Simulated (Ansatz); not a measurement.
Consider the substitution at a C–O bond: `C=C(O)OC=S` + `CC#CO` → `CC#COC=S` + `C=C(O)O`.

Gas-phase electronic energies from Ansatz, PBE0-D4/def2-TZVP geometries. CBS: MP2 limit from def2 TZ/QZ plus the TZ coupled-cluster correction, frozen cores. DFT in def2-TZVPP. One conformer a species, not always the lowest.

```json
{"level": "PBE0-D4", "ΔE (kJ/mol)": "-4.1"}
{"level": "PBE0", "ΔE (kJ/mol)": "-5.1"}
```

(1) What does CCSD(T)/CBS give? (Estimate.)

Largest T1 diagnostic among the species: 0.016.

## Answers

(1) Ansatz gave: -6.3 kJ/mol. The listed levels differ from it by 2.2, 1.2 kJ/mol.
